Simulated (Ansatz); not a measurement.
**BSiH (singlet): wave-function methods side by side at angle Si1–B2–H3 = 140.1°, 6-31G**

The task here is to estimate one member of a computed series from the others.

The runs use Ansatz 0.2.0, Gaussian basis; 6-31G, core rule «outside noble gas», up to 6 orbitals frozen.

Plan: UHF; CCSD(T) on RHF; CCSD(T) on UHF; BCCD(T) on RHF; CISD; CCSDT(Q) on RHF; CCSDT(Q) on UHF; CCSDTQ on RHF; CCSDTQ on UHF; CASSCF and MRCISD+Q, 2 electrons in 2 orbitals; CASSCF and NEVPT2, 2 electrons in 2 orbitals; CASSCF and MRCISD+Q, 8 electrons in 9 orbitals; CASSCF and NEVPT2, 8 electrons in 9 orbitals; Full CI.

11 further runs of the same task are left out: 1 for a mislabelled method, 6 that didn't finish, 4 set aside as unsound or not needed.

## What is computed

The geometry derives from a PBE0/def2-TZVP stationary point (not a proven minimum). One angle is set to the value named; bond lengths are kept.

3 atoms, charge 0, spin multiplicity 1.

Atoms are counted from 1 here; the program's logs count them from 0.

Bond lengths: Si1–B2 1.895 Å, B2–H3 1.186 Å. Angles: Si1–B2–H3 140.1°.

As a file:

```xyz
3
charge 0, multiplicity 1
Si    0.1813    0.0000    0.5558
B    -0.4653    0.0000   -1.2256
H    -0.0607    0.0000   -2.3404
```

The first run:

The input, in.yaml:

```yaml
crystal:
  periodic: [false, false, false]
  atoms:
    - {symbol: Si, position_ang: [0.181297, 0.000000, 0.555782]}
    - {symbol: B, position_ang: [-0.465328, 0.000000, -1.225640]}
    - {symbol: H, position_ang: [-0.060676, 0.000000, -2.340437]}
basis:
  gaussian: {orbitals: 6-31G}
magnetization: {spin_polarized: true, initial_magnetization: 0}
hamiltonian: {xc: hf}
output: {orbitals: {seedname: orbitals}}
```

The run is started by

```bash
> ansatz run in.yaml --threads 1 --pin off --events-out ev --progress --plain --max-ram 2393MiB
```

Among the steps run: UHF; CCSD(T) on RHF; CCSD(T) on UHF; BCCD(T) on RHF; CISD; CCSDT(Q) on RHF; CCSDT(Q) on UHF; CCSDTQ on RHF; CCSDTQ on UHF; CASSCF and MRCISD+Q, 2 electrons in 2 orbitals; CASSCF and NEVPT2, 2 electrons in 2 orbitals; CASSCF and MRCISD+Q, 8 electrons in 9 orbitals; CASSCF and NEVPT2, 8 electrons in 9 orbitals; Full CI.

One of the session's tables, all rows but one given; the rest of the session is left out.

It belongs to the step «Misses and costs». 

```
          method  from FCI (meV)
             RHF         +3469.7
            RMP2               ?
            CISD          +433.7
           RCCSD          +195.8
        RCCSD(T)           +81.0
         BCCD(T)           +85.1
          RCCSDT           +34.2
       RCCSDT(Q)            +9.2
         RCCSDTQ            +2.1
  CASSCF valence          +855.2
  NEVPT2 valence          +245.3
  MRCISD valence           +23.9
MRCISD+Q valence            +4.4
             FCI               0
```

Estimate the missing values for RMP2.

The run gave: from FCI (meV): +975.2. In the column «from FCI (meV)» it lies between CASSCF valence (+855.2) and RHF (+3469.7).

Left out of the table: CASSCF pair, NEVPT2 pair, MRCISD pair, MRCISD+Q pair (the active space lost an orbital or holds another state than full CI finds).

To keep in mind: The report flags that the cluster equations may have other roots. Left out of the table: UHF, UMP2, UCCSD, UCCSD(T), UCCSDT, UCCSDT(Q), UCCSDTQ (another determinant or state than the rows shown). The program flags RCCSDTQ as in doubt, so those rows may rest on another solution; read them beside their warnings.
